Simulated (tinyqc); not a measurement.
Pariser-Parr-Pople SCF with singles CI, for the molecule Fc1[cH+]c1Cl (SMILES; centres numbered as the heavy atoms are written), step by step. Computed by tinyqc, a small Python program that keeps every step. Settings: charge = 1, gamma = Ohno, start = huckel, damping = 0.5, iteration cap = 87, excitations kept = 6. Command: `OMP_NUM_THREADS=1 python tinyqc.py 21551 21552 out.jsonl` (the two numbers bound the seeds that draw the settings). One thread of a shared host (Intel(R) Xeon(R) Processor @ 2.60GHz), about 0.01 s of CPU time with the checks. Later iterations appear only in the table of the cycle.

## PPP integrals

Centres (angstrom, eV; a flat drawing with bonds scaled to 1.40 angstrom):
```
centre        x        y  core charge z        W  gamma_rr
1F       1.9120  -0.6620              2  35.9100   23.8900
2C       0.7000   0.0380              1  10.7600   11.0800
3C       0.0000   1.2500              1  10.7600   11.0800
4C      -0.7000   0.0380              1  10.7600   11.0800
5Cl     -1.9120  -0.6620              2  29.3000   13.3200
```

Resonance integrals (eV):
```
i  j     beta
1  2  -2.2200
2  3  -2.3900
3  4  -2.3900
4  5  -1.5100
4  2  -2.3900
```

Ohno: gamma = 14.399645/sqrt(R^2 + a^2), a = 2 x 14.399645/(gamma_rr + gamma_ss); H_rr = -W_r - sum_(s != r) z_s gamma_rs; H_rs = beta for bonds.

repulsion gamma_rs (eV), lower triangle:
```
          1F       2C       3C       4C      5Cl
1F   23.8900
2C    8.8671  11.0800
3C    5.0943   7.5393  11.0800
4C    5.0940   7.5382   7.5393  11.0800
5Cl   3.6908   4.8804   4.8806   7.8650  13.3200
```

core matrix H (eV), lower triangle:
```
           1F        2C        3C        4C       5Cl
1F   -62.3470
2C    -2.2200  -53.3324
3C     0.0000   -2.3900  -45.7885
4C     0.0000   -2.3900   -2.3900  -51.7553
5Cl    0.0000    0.0000    0.0000   -1.5100  -54.3075
```

## Starting guess

pi electrons, sum of z_r less the charge = 6

Orbitals of the Hueckel matrix of the beta values.

P at the start, lower triangle:
```
          1F       2C       3C      4C     5Cl
1F    1.5373
2C    0.7157   0.8885
3C   -0.3778   0.5285   0.9952
4C   -0.2248   0.4155   0.6597  0.8695
5Cl   0.0760  -0.1529  -0.3778  0.5697  1.7096
```

## Iteration 1: Fock matrix

F_rr = H_rr + P_rr gamma_rr / 2 + sum_(s != r) P_ss gamma_rs; F_rs = H_rs - P_rs gamma_rs / 2; E = tr P (H + F) / 2 + core repulsion sum_(r<s) z_r z_s gamma_rs.

F (eV), lower triangle:
```
           1F        2C        3C        4C       5Cl
1F   -20.2974
2C    -5.3932  -12.3783
3C     0.9624   -4.3821  -10.8462
4C     0.5727   -3.9560   -4.8768  -11.4613
5Cl   -0.1403    0.3732    0.9220   -3.7504  -21.2163
```

pi energy = -122.5568 eV

## Iteration 1: orbitals and new P

Diagonalise F (the basis is taken as orthonormal) and form P = 2 sum c c over the lowest orbitals; 0.5 of the old P is kept.

orbital energies (eV): -23.7998  -22.3615  -18.3796  -6.1502  -5.5085

P after iteration 1, lower triangle:
```
          1F       2C       3C      4C     5Cl
1F    1.6550
2C    0.6209   0.8349
3C   -0.3256   0.5647   0.8912
4C   -0.2225   0.4795   0.6733  0.8160
5Cl   0.0655  -0.1451  -0.2973  0.4636  1.8029
```

## Iteration 2: Fock matrix

As before.

F (eV), lower triangle:
```
           1F        2C        3C        4C       5Cl
1F   -19.8244
2C    -4.9729  -12.3631
3C     0.8294   -4.5187  -11.1743
4C     0.5666   -4.1973   -4.9282  -11.6117
5Cl   -0.1208    0.3541    0.7254   -3.3332  -21.3498
```

pi energy = -123.4864 eV

## Iteration 2: orbitals and new P

As before.

orbital energies (eV): -23.4987  -22.0955  -18.6425  -6.2054  -5.8812

P after iteration 2, lower triangle:
```
          1F       2C       3C      4C     5Cl
1F    1.7224
2C    0.5646   0.8025
3C   -0.2928   0.5843   0.8315
4C   -0.2205   0.5172   0.6829  0.7831
5Cl   0.0577  -0.1365  -0.2438  0.3917  1.8604
```

## Iteration 3: Fock matrix

As before.

F (eV), lower triangle:
```
           1F        2C        3C        4C       5Cl
1F   -19.5649
2C    -4.7230  -12.3618
3C     0.7457   -4.5924  -11.3727
4C     0.5616   -4.3395   -4.9643  -11.6921
5Cl   -0.1065    0.3330    0.5950   -3.0505  -21.4260
```

pi energy = -124.0459 eV

## Iteration 3: orbitals and new P

As before.

orbital energies (eV): -23.3850  -21.9278  -18.7575  -6.2484  -6.0987

P after iteration 3, lower triangle:
```
          1F       2C       3C      4C     5Cl
1F    1.7617
2C    0.5304   0.7826
3C   -0.2717   0.5950   0.7971
4C   -0.2189   0.5397   0.6895  0.7626
5Cl   0.0521  -0.1286  -0.2077  0.3423  1.8961
```

## Convergence

Stop when output and input P, before any damping, agree to 1e-7.

Course of the cycle:
```
iteration       E (eV)  largest |P(out) - P(in)|
1          -122.556764                  2.35e-01
2          -123.486438                  1.44e-01
3          -124.045895                  9.88e-02
4          -124.368255                  6.85e-02
5          -124.549156                  4.78e-02
6          -124.648891                  3.35e-02
7          -124.703185                  2.36e-02
8          -124.732461                  1.66e-02
9          -124.748131                  1.17e-02
10         -124.756468                  8.28e-03
11         -124.760883                  5.85e-03
...                ...                       ...
33         -124.765776                  2.99e-06
34         -124.765776                  2.12e-06
35         -124.765776                  1.50e-06
36         -124.765776                  1.07e-06
37         -124.765776                  7.56e-07
38         -124.765776                  5.36e-07
39         -124.765776                  3.80e-07
40         -124.765776                  2.70e-07
41         -124.765776                  1.91e-07
42         -124.765776                  1.36e-07
43         -124.765776                  9.63e-08
```

Converged in 43 iterations.

## Converged orbitals

Charges are z - P_rr.

orbital energies (eV): -23.2580  -21.6882  -18.8849  -6.4642  -6.3587

coefficients:
```
        MO1      MO2      MO3      MO4      MO5
1F   0.4325  -0.4850   0.6988   0.0846  -0.2869
2C   0.4987  -0.3031  -0.1800  -0.2202   0.7606
3C   0.3583  -0.1298  -0.4776   0.7717  -0.1763
4C   0.4386   0.0178  -0.4132  -0.5813  -0.5465
5Cl  0.4935   0.8098   0.2836   0.1047   0.0966
```

pi charges: 1F 0.1790, 2C 0.2541, 3C 0.2532, 4C 0.2732, 5Cl 0.0406

## Singles CI, singlets

Over the 6 single excitations with the smallest orbital gaps: A = (e_a - e_i) delta + 2 (ia|jb) - (ij|ab), with (pq|rs) = sum c_mp c_mq gamma_mn c_nr c_ns. f = 2/3 w |mu|^2 in atomic units, mu = sqrt2 sum c_ia sum_m c_mi c_ma R_m.

singlet CI matrix (eV), lower triangle:
```
         3>4      3>5      2>4      2>5      1>4      1>5
3>4   7.0555
3>5  -0.0384   7.0497
2>4  -0.1319  -0.2770   9.4318
2>5  -0.2141   0.1017  -0.4368   9.3690
1>4   0.3886  -0.0195   0.0128  -0.5128  10.5016
1>5   0.0033   0.0366  -0.5723   0.5188  -0.1356  10.1590
```

singlet excitation energies (eV): 6.9554  7.0516  8.8862  9.2075  10.4056  11.0603

oscillator strengths: 0.4330  0.6131  0.0204  0.0184  0.1092  0.0403

## Singles CI, triplets

Over the 6 single excitations with the smallest orbital gaps: A = (e_a - e_i) delta - (ij|ab), with (pq|rs) = sum c_mp c_mq gamma_mn c_nr c_ns.

triplet CI matrix (eV), lower triangle:
```
         3>4      3>5      2>4      2>5      1>4     1>5
3>4   5.3766
3>5   0.3737   4.3202
2>4  -0.4939  -0.5453   9.1668
2>5  -0.5453   0.7385  -0.3703   8.4684
1>4   1.4477   0.2642   0.2860  -0.7845   9.5068
1>5   0.2642   0.1928  -0.7845   1.2910  -0.0610  8.8765
```

triplet excitation energies (eV): 4.0056  4.8924  7.2905  8.6645  9.9330  10.9295
